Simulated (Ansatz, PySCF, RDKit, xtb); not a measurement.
**C2HLi: from the formula to a structure**

Task: start from the formula C2HLi, draw up candidate structures, narrow them down in stages, and characterise the one that lies lowest at 298.15 K.

The funnel: GFN2-xTB relaxations, single points with a density functional, relaxations at r2SCAN-D4/def2-SVP, harmonic vibrations, and a last energy at a higher level. All values are calculated.

6 further runs of the same task are left out: 6 set aside as unsound or not needed.

**1. Possible bonding patterns**

A program enumerates the bonding patterns with one Lewis structure each (two rings at most, one unusual centre or charged pair), with their diastereomers. O–O, O–halogen and N–halogen bonds and N–N–N chains are not drawn. That gives 4 candidates.

| label | SMILES | spin |
| --- | --- | --- |
| c092 | [Li][CH]=[C] | singlet |
| c337 | [Li][CH]=[C] | triplet |
| c607 | [Li-]1[C+]=[CH]1 | singlet |
| c625 | [Li][C]#C | singlet |

Candidates are built by distance geometry, with a force field where one applies, in up to four conformers (letters a to d). 16 starts with atoms placed at random are added, to find patterns that the rules miss.

**Question.** With final energies at CCSD(T)/def2-TZVPP, which structure will this search put lowest in free energy, and by what margin?

| quantity | value |
| --- | --- |
| lowest structure found | [Li][C]#C, singlet, C∞v |
| next finalist | [Li]1[C][CH]1 ‡, triplet, 89.3 kcal/mol higher in G |
| share at equilibrium, among the finalists | 100.0 % |
| harmonic wavenumbers, lowest and highest (r2SCAN-D4/def2-SVP) | 168 and 3428 cm⁻¹ |
| rotational constants, same geometry | 0.3493 cm⁻¹ |
| dipole moment (PBE0/def2-TZVPD) | 6.10 D |
| HOMO energy (PBE0/def2-TZVPD) | -6.23 eV |
| LUMO energy (PBE0/def2-TZVPD) | -1.11 eV |
| HOMO–LUMO gap (PBE0/def2-TZVPD) | 5.12 eV |
| lowest excitation (TD-CAM-B3LYP/def2-SVPD) | 4.33 eV (f = 0.015) |
| lowest triplet excitation, same level, Tamm-Dancoff | 4.34 eV |
| vertical ionisation energy | 8.73 eV |
| vertical electron affinity | 0.43 eV |
| vertical triplet less singlet | +4.43 eV |

`[Li][C]#C` comes out lowest. The margin of 89.3 kcal/mol over the next finalist is beyond the usual error of the last level; it says nothing of structures that weren't ranked. HF/STO-3G, r2SCAN-D4/def2-SVP, r2SCAN-D4/def2-SVP, relaxed, HF/def2-TZVPP and MP2/def2-TZVPP already put its bonding pattern lowest among the structures in one piece. A large T1 diagnostic among the finalists warns that one reference determinant may not suffice. It concerns: the finalist [Li]1[C][CH]1 ‡ (triplet). 5 minima inside the window were never screened. Lowest found is not proven lowest: the search is finite, and each finalist counts with one conformer. Bonds to the alkali or alkaline-earth atom are largely ionic, and its place along soft bends is ill-defined. The lowest isomer need not be the one that is made and kept in a bottle, which depends on barriers.

‡ marks the bonded skeleton alone, with all bonds drawn single: no Lewis structure was assigned that passes a check against the bond lengths.
